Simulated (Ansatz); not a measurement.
# B2H2 (quintet): the correlation ladder, def2-QZVPP

One table from this session's results is given with a row withheld; the runs are named, their logs left out.

The runs use Ansatz 0.2.0, Gaussian basis; def2-QZVPP, core rule «outside noble gas», up to 2 orbitals frozen.

To be run: UHF; ROHF; CCSD(T) on UHF.

2 further runs of the same task are left out: 2 set aside as unsound or not needed.

### The geometry

The geometry is a PBE0/def2-TZVP stationary point (not a proven minimum) of the parent state, kept for this charge and spin.

4 atoms, charge 0, spin multiplicity 5.

Atoms are counted from 1 here; the program's logs count them from 0.

Bond lengths: B1–B2 1.585 Å, B1–H3 1.197 Å, B1–H4 1.197 Å. Angles: B2–B1–H3 118.9°, B2–B1–H4 118.9°, H3–B1–H4 122.2°.

Set-up of the first run:

File in.yaml:

```yaml
crystal:
  periodic: [false, false, false]
  atoms:
    - {symbol: B, position_ang: [0.000000, 0.000000, 0.675628]}
    - {symbol: B, position_ang: [0.000000, 0.000000, -0.909454]}
    - {symbol: H, position_ang: [0.000000, 1.047868, 1.253990]}
    - {symbol: H, position_ang: [0.000000, -1.047868, 1.253990]}
basis:
  gaussian: {orbitals: "def2-QZVPP.json"}
magnetization: {spin_polarized: true, initial_magnetization: 4}
hamiltonian: {xc: hf}
output: {orbitals: {seedname: orbitals}}
```

The run is started by

```
$ ansatz run in.yaml --threads 1 --pin off --events-out ev --progress --plain --max-ram 4096MiB --backend cpu
```

Steps of the session up to this table: UHF; ROHF; CCSD(T) on UHF.

One of the session's tables, all rows but one given; the rest of the session is left out.

| method | from UCCSD(T) (meV) |
| --- | --- |
| ROHF | +4379.1 |
| UHF | +4314.0 |
| UMP2 | +858.7 |
| UCCSD | ? |
| UCCSD(T) | 0 |

**Question.** Estimate the row for UCCSD.

The run gave: from UCCSD(T) (meV): +146.8. In the column «from UCCSD(T) (meV)» it lies between UCCSD(T) (0) and UMP2 (+858.7).
